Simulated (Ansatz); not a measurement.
Two members of one family (Series SiH3X), computed with Ansatz in the gas phase. The two geometries come from different levels. Binding counts from free atoms in the multiplicity of their measured ground term, without zero-point energy. The structures are stationary points that may keep the symmetry of their start.

First: Si(vinyl)H3 (singlet, charge 0, PBE-D4/def2-TZVP geometry).

Cartesian coordinates in Å:
```
Si -0.4356 0.3063 1.1802
C 0.1184 -0.6385 -0.3329
C 0.5423 -0.0485 -1.4591
H 0.0957 -1.7348 -0.3008
H 0.5888 1.0399 -1.5560
H 0.8602 -0.6227 -2.3343
H -0.3028 1.7725 0.9194
H 0.3938 -0.0634 2.3710
H -1.8608 -0.0107 1.5126
```

```json
{"level": "PBE-D4/def2-SVP", "HOMO (eV)": "-6.77", "LUMO (eV)": "-1.36", "gap (eV)": "5.41", "binding per atom (eV)": "3.76"}
{"level": "PBE-D4/def2-TZVP", "HOMO (eV)": "-6.86", "LUMO (eV)": "-1.55", "gap (eV)": "5.31", "binding per atom (eV)": "3.75"}
{"level": "PBE0-D4/def2-SVP", "HOMO (eV)": "-7.93", "LUMO (eV)": "-0.35", "gap (eV)": "7.58", "binding per atom (eV)": "3.73"}
{"level": "CAM-B3LYP-D4/def2-TZVP", "HOMO (eV)": "-9.29", "LUMO (eV)": "0.65", "gap (eV)": "9.94", "binding per atom (eV)": "3.73"}
{"level": "LC-ωPBE/def2-TZVP", "HOMO (eV)": "-10.72", "LUMO (eV)": "1.80", "gap (eV)": "12.52", "binding per atom (eV)": "3.69"}
```

Second: Si(OMe)H3 (singlet, charge 0, PBE0-D4/def2-TZVP geometry).

```csv
atom,x (Å),y (Å),z (Å)
Si1,-0.618,1.151,-0.163
O2,0.753,0.249,-0.084
C3,0.730,-1.138,0.155
H4,0.263,-1.374,1.119
H5,1.760,-1.498,0.172
H6,0.189,-1.673,-0.634
H7,-1.509,0.667,-1.256
H8,-0.189,2.543,-0.425
H9,-1.379,1.073,1.117
```

**Question.** What does the change do? Estimate second minus first.

**Answer.** 
```tsv
level	Δ HOMO (eV)	Δ LUMO (eV)	Δ gap (eV)	Δ binding per atom (eV)
PBE-D4/def2-SVP	0.30	1.29	0.99	-0.18
PBE-D4/def2-TZVP	0.20	0.98	0.78	-0.17
PBE0-D4/def2-SVP	-0.13	1.19	1.31	-0.19
CAM-B3LYP-D4/def2-TZVP	-0.34	0.60	0.94	-0.14
LC-ωPBE/def2-TZVP	-0.24	0.66	0.90	-0.14
```
